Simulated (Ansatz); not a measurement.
Grey tin (α-Sn) was calculated with Hartree–Fock in Ansatz (PAW).

Settings: plane-wave cutoff 460 eV, 8×8×8 k mesh, Fermi–Dirac smearing 0.01 eV, scalar-relativistic PAW data made under PBE.

The direct gap at Γ against volume; x = 100 ln(V/36.205 Å³). One gap is withheld.

```
V (Å³/atom)      x  gap (eV)
-----------  -----  --------
34.394       -5.13     4.812
35.117       -3.05     4.567
36.205        0.00     4.203
37.110        2.47     3.904
38.015        4.88         ?
```

**Question.** Fit a straight line to the rows shown, give the volume deformation potential and predict the withheld gap.

**Answer.** Means of the 4 rows: x̄ = -1.427, ȳ = 4.3715 eV. Σ(x − x̄)(y − ȳ) = -4.0108 and Σ(x − x̄)² = 33.569, so the slope is -0.1195 eV per unit of x, and dE_g/d ln V = -11.9 eV. At x = 4.88: 4.3715 + (-0.1195) × (4.88 − (-1.427)) = 3.618 eV. The run gives 3.609 eV, 0.009 eV below the line, as the curve bends the same way over all rows.

Measured, for comparison: band gap 0 eV (temperature not stated, no zero-point or thermal correction; as tabulated in Das et al. (2018), arXiv:1807.05623).

Spin–orbit coupling is not included.

Ansatz is a quantum-chemistry and plane-wave program.
